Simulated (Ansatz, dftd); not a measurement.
Reaction: C2H3N (SMILES CC#N) → C2H3N+ (parent SMILES CC#N, doublet) + e-
Each species at its own B3LYP-D3(BJ)/def2-TZVP minimum (Ansatz, a program for electronic structure).

Wanted: adiabatic ionisation energy (electronic), in eV. Radicals and triplets start from unrestricted determinants; spin-orbit coupling is neglected. Cores are frozen in correlated methods. Rows without X2C or -DK are non-relativistic. CBS(X,Y): correlation extrapolated as X^-3, Hartree-Fock from the larger set. A bracket is a step between two methods taken in the basis named. The functionals are non-relativistic, so their misses hold any scalar relativity. Double hybrids freeze cores in their MP2 part. '+ core + X2C': CCSD(T) terms for core correlation (cc-pwCVTZ) and scalar relativity (cc-pVTZ-DK). The spin of C2H3N+ (parent SMILES CC#N, doublet) was assumed, and the state is the lowest solution found for it.

| level | program | adiabatic ionisation energy (eV) | difference against the last row |
|---|---|---|---|
| HF/cc-pVQZ | Ansatz | 10.88 | -1.46 |
| r2SCAN-D4/def2-TZVPD | Ansatz + dftd4 | 11.81 | -0.53 |
| CAM-B3LYP-D3(BJ)/def2-TZVPD | Ansatz + dftd3 | 12.09 | -0.25 |
| B2PLYP-D3(BJ)/def2-TZVPD | Ansatz + dftd3 | 12.14 | -0.20 |
| B2PLYP-D4/def2-TZVPD | Ansatz + dftd4 | 12.15 | -0.19 |
| B2GP-PLYP-D4/def2-TZVPD | Ansatz + dftd4 | 12.22 | -0.12 |
| CCSD(T)/CBS(cc-pVTZ,cc-pVQZ) | Ansatz | 12.34 | 0.00 |
| CCSDT(Q)/cc-pVDZ | Ansatz | 11.89 | -0.45 |
| CCSD(T)/CBS(cc-pVTZ,cc-pVQZ) + [CCSDT(Q) - CCSD(T)]/cc-pVDZ + core + X2C | Ansatz | 12.34 | 0.00 |
